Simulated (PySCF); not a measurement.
Cost against size for one kind of job: PBE0-D3(BJ)/def2-SVP geometry optimisation, gas phase (PySCF); work: geometry optimisation from a GFN2-xTB start shaken at random. Hardware: one thread of an Arm Neoverse V1, shared host. Times come from a shared host and carry two figures at best. Peak memory is the resident size of the whole Python process, interpreter and libraries included.

```csv
species (SMILES),atoms,electrons,basis functions,SCF cycles,gradient evaluations,wall time,peak memory
O=[PH2]O,6,34,61,51,8,?,?
O=c1cc1,6,28,66,49,7,7.3 s,0.30 GiB
p12p3p1p23,4,60,72,24,4,7.0 s,0.33 GiB
CN(C)[SiH2][GeH3],16,76,147,61,10,1.7 min,0.59 GiB
COC1(C(F)F)C[SiH2]C1,19,80,180,66,10,3.0 min,0.76 GiB
```

Problem. Estimate the withheld figures.

Solution. `O=[PH2]O`: 7.7 s, 0.27 GiB.

Problem. With all rows, how does the wall time grow with the number of basis functions N?

Solution. A straight line through log(time) against log(N) has slope 3.2 between N = 61 and 180, and the rows scatter about it by a factor of about 1.3 (standard error of the fit). This is a fit to these rows, whose iteration counts differ, not the method's formal scaling.

Problem. Which species took longest, and how many times the shortest run?

Solution. `COC1(C(F)F)C[SiH2]C1`, at 3.0 min: about 26 times the shortest (7.0 s).
